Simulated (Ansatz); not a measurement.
What does this script print? It uses Ansatz's Python interface.

`run_composite.py`
```python
# -*- coding: utf-8 -*-
'''A composite energy for CH3O: DFT geometry, MP2 basis limit, coupled-cluster correction.'''

import itertools

import ansatz as az
from ase.data import atomic_numbers, covalent_radii
import numpy as np


def main():
    ch3o = (
        az.Crystal.molecule()
        .atom('C', (-0.3088, -0.3389, -0.0808))
        .atom('O', (0.2568, 0.8783, 0.1756))
        .atom('H', (-1.4589, -0.2302, -0.2213))
        .atom('H', (0.3336, -1.1615, -0.1708))
        .atom('H', (1.2271, 0.7786, 0.2559))
    )

    base = (
        ch3o.calculation()
        .basis(gaussian='def2-SVP')
        .functional('B3LYP')
        .spin('collinear', total=1)
    )
    symbols = [site.symbol for site in ch3o.cartesian_sites]
    start = np.array([site.position_ang for site in ch3o.cartesian_sites], dtype=float)
    r = base.relax(force_tolerance=0.01, max_steps=100).run().report
    end = np.array(r['positions_ang'])
    # pairs closer than 1.2 times the sum of covalent radii, before or after
    radius = [covalent_radii[atomic_numbers[s]] for s in symbols]
    span = lambda where, i, j: np.linalg.norm(where[i] - where[j])
    bonded = [(i, j) for i, j in itertools.combinations(range(len(symbols)), 2) if min(span(start, i, j), span(end, i, j)) < 1.2 * (radius[i] + radius[j])]
    print('pair        before    after (A)')
    for i, j in bonded:
        print(f'{symbols[i]}{i}-{symbols[j]}{j}'.ljust(10), f'{span(start, i, j):8.4f} {span(end, i, j):8.4f}')
    for first, second in list(itertools.combinations(bonded, 2)):
        shared = set(first) & set(second)
        if shared and symbols[(j := shared.pop())] != 'H':
            i, k = sorted((set(first) | set(second)) - {j})
            u, v = end[i] - end[j], end[k] - end[j]
            angle = np.degrees(np.arccos(np.clip(u @ v / np.linalg.norm(u) / np.linalg.norm(v), -1, 1)))
            print(f'final angle {symbols[i]}{i}-{symbols[j]}{j}-{symbols[k]}{k}: {angle:.2f} deg')

    minimum = az.Crystal.molecule()
    for symbol, place in zip(symbols, end):
        minimum = minimum.atom(symbol, place.tolist())
    at_minimum = minimum.calculation().spin('collinear', total=1)
    # MP2 extrapolated to the basis limit, plus the small-basis difference CCSD(T) - MP2
    level = lambda method, basis: at_minimum.basis(gaussian=basis).correlation(method).run().report
    small, large, cluster = level('mp2', 'cc-pVDZ'), level('mp2', 'cc-pVTZ'), level('ccsd_t', 'cc-pVDZ')
    corr = lambda each: (each['free_energy_ev'] - each['reference_energy_ev']) / 27.211386246
    mp2_limit = (27 * corr(large) - 8 * corr(small)) / 19
    pieces = {'HF / cc-pVTZ': large['reference_energy_ev'] / 27.211386246, 'MP2 correlation, DZ-TZ limit': mp2_limit, 'CCSD(T) - MP2 / cc-pVDZ': corr(cluster) - corr(small)}
    for name, value in pieces.items():
        print(f'{name:32s} {value:14.6f} Ha')
    print(f'{"sum":32s} {sum(pieces.values()):14.6f} Ha')
    print('T1 diagnostic', round(cluster['correlation']['coupled_cluster']['t1_diagnostic'], 4))


if __name__ == '__main__':
    main()
```

```console
$ python run_composite.py
pair        before    after (A)
C0-O1        1.3665   1.3602
C0-H2        1.1637   1.0921
C0-H3        1.0476   1.0963
O1-H4        0.9787   0.9661
final angle O1-C0-H2: 113.77 deg
final angle O1-C0-H3: 119.14 deg
final angle C0-O1-H4: 109.32 deg
final angle H2-C0-H3: 120.10 deg
HF / cc-pVTZ                        -114.461955 Ha
MP2 correlation, DZ-TZ limit          -0.428415 Ha
CCSD(T) - MP2 / cc-pVDZ               -0.031039 Ha
sum                                 -114.921409 Ha
T1 diagnostic 0.0166
```

What to keep in mind:
- Total energies depend on the basis set; only differences at equal settings carry meaning.
- The sum leaves out core correlation, relativity, the Hartree-Fock basis error and zero-point energy; a DZ-TZ extrapolation is rough.
- The run takes the species as open-shell (spin multiplicity 2), which needn't be its ground state.
- b3lyp holds the VWN-RPA fit, as in Gaussian; the form of ORCA and Turbomole is b3lyp5.
- Inner cores stay frozen, so this is valence correlation.
- An extrapolation from small basis sets is rough.
- Hardware and time: 12 s on 1 thread of Arm Neoverse V1, on a shared host, peak memory 0.21 GiB.
